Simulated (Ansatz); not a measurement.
Basis-set extrapolation for O₂Si (`O=[Si]=O`) (PBE0-D4/def2-TZVP geometry, frozen core, Ansatz 0.2.0). Multiplicity 1, RHF reference.

```json
{"": "HF", "def2-TZVPP": "-438.728447", "def2-QZVPP": "-438.744673"}
{"": "MP2 correlation", "def2-TZVPP": "-0.584624", "def2-QZVPP": "-0.630993"}
{"": "CCSD(T) correlation", "def2-TZVPP": "-0.601571", "def2-QZVPP": "-0.645197"}
```

Energies in hartree. Use E(X) = E(∞) + A·exp(−7.88·√X) for Hartree–Fock and E(X) = E(∞) + B·X^(−2.97) for correlation, with X = 3 and 4.

Problem. What is the CCSD(T) energy at the basis-set limit?

Solution. HF limit: -438.744673 + (-0.016226) × 0.13774 = -438.74691. Correlation limit: -0.645197 + (-0.043626) × 0.74074 = -0.67751. Total: -439.42442 hartree, 2.57 eV below CCSD(T)/def2-TZVPP.
